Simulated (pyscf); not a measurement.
A first-order saddle from PySCF, ωB97X-D3(BJ)/def2-SVP:

```xyz
9

Ga     0.3446     0.2609     0.5254
O     -0.2860    -1.0359     1.5663
H     -1.0687    -1.4890     1.2329
C     -0.4601     1.1986    -1.3139
C     -1.3500     0.1671    -1.1746
H      0.5283     1.7545     0.0319
H      0.4138     1.0082    -1.9737
H     -1.2924    -0.7897    -1.7193
H     -2.2694     0.3003    -0.5806
```

Surface: singlet, charge 0. Lowest wavenumbers (cm⁻¹): 1212i, 83, 140, 209, 292.

Task: Which two sides does it connect, and which bonds change?

Result: HO–Ga [singlet] + ethylene (H₂C=CH₂) <-> H₂C=CH–GaH–OH, an insertion read from left to right: C–H broken and C–Ga, Ga–H formed. At CCSD(T)/def2-TZVPP + ΔMP2(QZVPP) it lies +3.40 eV from the left side and +3.48 eV from the right (each side as separated species at their lowest minima found). On the product side the descent ends in a point that may be a rotor saddle (no frequency run), 0.04 eV over the lowest minimum found and 3.64 eV under the saddle at ωB97X-D3(BJ)/def2-TZVP. At ωB97X-D3(BJ)/def2-TZVP the barrier from the zero used here is 3.49 eV. The same reactants have a lower exit, to H₃C–CH₂–Ga=O (barrier +3.23 eV at ωB97M-D3(BJ)/def2-TZVP, against +3.65 eV here). One saddle was located; it need not be the lowest between these sides. The CCSD(T) − MP2 part came from Ansatz, without density fitting, on the same reference. The frozen core leaves the outer d or s,p core shells of the metals and heavy elements correlated in the MP2 and CC values, and def2-TZVPP describes them poorly, which can shift differences by a few kcal/mol. Elements up to Kr have no core potential and no relativistic terms here.
